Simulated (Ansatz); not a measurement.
# BMe3 (C3H9B): the relaxed shape and its frontier levels

Aim: characterise BMe3 (C3H9B) as a singlet: its structure, frontier levels and distribution of charge.

The runs use Ansatz 0.2.0, Gaussian basis; RKS PBE0-D4/def2-TZVP.

Levels to be run: relaxation at r2SCAN-D4/def2-SVP; a search for the lowest solution at PBE0-D4/def2-SVP; a single point at PBE0-D4/def2-TZVP.

## 1. The system as given

13 atoms, charge 0, spin multiplicity 1.

Atoms are counted from 1 here; the program's logs count them from 0.

Bond lengths: B1–C2 1.578 Å, B1–C6 1.578 Å, B1–C10 1.578 Å, C2–H3 1.090 Å, C2–H4 1.089 Å, C2–H5 1.087 Å, C6–H7 1.090 Å, C6–H8 1.089 Å, C6–H9 1.087 Å, C10–H11 1.087 Å, C10–H12 1.090 Å, C10–H13 1.090 Å. Angles: C2–B1–C6 120.0°, C2–B1–C10 120.0°, C6–B1–C10 120.0°, B1–C2–H3 110.1°, B1–C2–H4 111.1°, B1–C2–H5 114.3°, H3–C2–H4 105.5°, H3–C2–H5 107.6°, H4–C2–H5 107.8°, B1–C6–H7 110.1°, B1–C6–H8 111.0°, B1–C6–H9 114.4°, H7–C6–H8 105.6°, H7–C6–H9 107.5°, H8–C6–H9 107.8°, B1–C10–H11 114.5°, B1–C10–H12 110.2°, B1–C10–H13 110.8° and more.

The start is a GFN2-xTB geometry.

## 2. Optimising with r2SCAN-D4/def2-SVP

The input, in.yaml:

```yaml
crystal:
  periodic: [false, false, false]
  atoms:
    - {symbol: B, position_ang: [0.000030, -0.000230, -0.012390]}
    - {symbol: C, position_ang: [1.577440, -0.022700, -0.020830]}
    - {symbol: H, position_ang: [1.964540, 0.459030, 0.877150]}
    - {symbol: H, position_ang: [1.972570, 0.555320, -0.855080]}
    - {symbol: H, position_ang: [2.010500, -1.018440, -0.071250]}
    - {symbol: C, position_ang: [-0.768680, 1.377560, -0.004220]}
    - {symbol: H, position_ang: [-1.363390, 1.470260, 0.904630]}
    - {symbol: H, position_ang: [-1.480860, 1.431510, -0.826860]}
    - {symbol: H, position_ang: [-0.124980, 2.251760, -0.065090]}
    - {symbol: C, position_ang: [-0.809200, -1.354630, 0.010790]}
    - {symbol: H, position_ang: [-1.889250, -1.234010, -0.014810]}
    - {symbol: H, position_ang: [-0.562650, -1.925500, 0.905930]}
    - {symbol: H, position_ang: [-0.526080, -1.989930, -0.827960]}
basis:
  gaussian: {orbitals: def2-SVP}
hamiltonian: {xc: r2scan, dispersion: d4}
scf: {omitted_lower_state_checks: [starts]}
output: {orbitals: {seedname: orbitals}}
relax: {f_tol: 0.02, max_steps: 100}
```

Started as:

```
ansatz run in.yaml --threads 4 --pin off --events-out ev --progress --plain --max-ram 3916MiB
```

Further steps of the session: Searching for the lowest solution, PBE0-D4/def2-SVP; Single point, PBE0-D4/def2-TZVP.

Before running them: what should the planned runs give, taken together? Wanted: point group; commonest bond, hydrogen aside; HOMO, LUMO at PBE0-D4/def2-TZVP; dipole at r2SCAN-D4/def2-SVP.

As calculated:

```
                       quantity                          value
                    point group                            C3h
 commonest bond, hydrogen aside  B–C, 3 of mean length 1.575 Å
HOMO, LUMO at PBE0-D4/def2-TZVP                -8.50, -0.17 eV
   dipole at r2SCAN-D4/def2-SVP                         0.01 D
```

What this shows: The molecule keeps its bonding pattern by the stored test; the atoms moved 0.05 Å (rms). No usable vibrations, so a minimum isn't proven.
